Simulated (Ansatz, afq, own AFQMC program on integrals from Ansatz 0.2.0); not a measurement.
Atomization energy of GaHCl$_{2}$, singlet, worked out

```yaml
atoms:
  - { symbol: Cl, position_ang: [0.0000, -0.5796, 1.7985] }
  - { symbol: Ga, position_ang: [0.0000, 0.5590, 0.0000] }
  - { symbol: Cl, position_ang: [0.0000, -0.5796, -1.7985] }
  - { symbol: H, position_ang: [0.0000, 2.1042, 0.0000] }
```

Connectivity, by distances: Cl–GaH–Cl.

Basis cc-pVDZ. Noble-gas cores (and the filled d shells of Ga–Kr and In–Xe) are frozen. Integrals, coupled cluster, full CI and functionals: Ansatz 0.2.0; the random walks run on the same integrals in our own AFQMC program. ph-AFQMC/CISD is guided by a CISD state made of CCSD amplitudes; releasing the constraint for a short imaginary time cuts its bias at the price of noise, slowly where states lie close. ± is one standard error of the sampling. No spin–orbit coupling.

Total energies in eV. CBS is CCSD(T) at the limit of def2-TZVPP/QZVPP (extrapolated itself); the highest rung of each member is named.

Cautions: inner d shell frozen; no relativity below Rb; no spin-orbit coupling; GaHCl₂ (singlet): the released value is read at 1.62 1/Eh with a noise of 19 meV, more than in the cases checked, later times being too noisy (meV from the phaseless value at times in 1/Eh: -15 ± 15 at 0.24, 10 ± 11 at 0.51, 2 ± 19 at 0.99, -15 ± 19 at 1.62, -20 ± 26 at 2.40).

| member | count | CCSD(T)/cc-pVDZ | highest rung in cc-pVDZ | which | CCSD(T)/CBS |
| --- | --- | --- | --- | --- | --- |
| Cl (doublet) | +2 | -12506.3229 | -12506.3327 | FCI | -12509.3582 |
| Ga (doublet) | +1 | -52333.9248 | -52333.9312 | FCI | -52336.1842 |
| H (doublet) | +1 | -13.5861 | -13.5861 | FCI | -13.6059 |
| GaHCl₂, singlet | -1 | -77369.7900 | -77369.8488 ± 0.0186 | released AFQMC | -77379.2793 |

Work out the best estimate of the atomization energy: the CCSD(T)/CBS difference plus the step from CCSD(T) to the highest rung.

Sums with the counts: CCSD(T)/CBS 10.7728 eV, highest rung 9.6661 eV, CCSD(T)/cc-pVDZ 9.6333 eV. The step is 9.6661 − 9.6333 = 0.0328 eV, so the best estimate is 10.7728 + (0.0328) = 10.8056 eV = 1042.6 kJ/mol, with sampling noise 0.019 eV. The step is under twice that noise, so its sign is open. The basis set is worth 1.139 eV of it. Zero-point, core-correlation and spin–orbit terms aren't in it. Past Ne the Hartree–Fock part of each CBS total tends to overshoot, since the cores don't follow the formula; that largely cancels in the difference.

Best estimates are given only where the step beyond CCSD(T) is under 0.3 eV and no member's determinant is very poor (T1 over 0.05, or 0.07 for open shells, ⟨S²⟩ too high by 0.3, two states mixed), so the hardest cases are missing from such tables.

Each member of a difference takes its own highest rung, so a best estimate needn't equal the limit plus the step of one row. A walk keeps the symmetry of its determinant, which the program's search chose and which needn't be the lowest solution, so a lower state of the same spin and another symmetry isn't excluded. Released energies are given only where the last usable release times agree within the noise; a slower fall can still hide under it.
